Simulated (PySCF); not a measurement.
# H4Si: the cost of one run

The runs use PySCF 2.14.0, with density-fitted response routines of our own; the level of theory stands in each step. All values are computed, except where a source is named. Atoms are numbered from 0 throughout.

## 1. Starting geometry

5 atoms, charge 0, multiplicity 1; geometry from: GFN2-xTB. The atoms were then displaced at random by about 0.03 Å, so the start is not that level's minimum.

Bonds of the start (Å): Si0–H1 1.53, Si0–H2 1.50, Si0–H3 1.49, Si0–H4 1.47.

## 2. Relaxing the molecule at PBE0-D3(BJ)/def2-SVP

The job: settings as JSON, then the geometry in Å.

```
{"job": {"xc": "PBE0", "basis": "def2-SVP", "d3": "d3bj", "grid": 1, "shake": 0.03, "kind": "geom"}, "charge": 0, "multiplicity": 1}
Si     0.064620    -0.075370     0.005460
H     -0.197230     1.189960    -0.822080
H     -0.777050     0.142300     1.229310
H      1.525940    -0.184700     0.253140
H     -0.524190    -1.176960    -0.762320
```

Command:

```
OMP_NUM_THREADS=1 python probes_run.py task.json out
```

This one command runs all jobs of the session in turn.

Q: Estimate the wall time of this first job on 1 thread of Arm Neoverse V1, shared host.

About 1.4 s.
